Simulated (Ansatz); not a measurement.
A run for Ansatz (a quantum-chemistry and plane-wave program): R-PBE0/def2-TZVPPD on H2 (SMILES [H][H]). Files ending in .json are basis or fitting sets from the Basis Set Exchange.

Ansatz 0.2 input:
```yaml
crystal:
  periodic: [false, false, false]
  atoms:
    - {symbol: H, position_ang: [0.00000000, 0.00000000, 0.00000000]}
    - {symbol: H, position_ang: [0.74187646, 0.00000000, 0.00000000]}
basis:
  gaussian:
    orbitals: def2-TZVPPD.json
hamiltonian:
  xc: {name: PBE0}
scf: {lower_state_search: off}
```

The head of its log:

```
WARN ansatz: RAYON_NUM_THREADS=1 ignored (pool sized by the plan → 1); use --threads N
Functional definition: PBE0
these checks for a lower state are left out or cut short: stability, starts, cluster_reference, orbital_swaps, neighbouring_geometries, increment
integrals: 0.00 GiB planned
118 factors; their error is unknown
mean field: 0.05 GiB planned
mean field evaluation 1: about -31.7080 eV, gradient 5.4e0 eV
mean field evaluation 2: about -31.7973 eV, gradient 8.1e-1 eV
```

### Question
Give the final energy of this run.

### Answer
-1.1685 hartree.
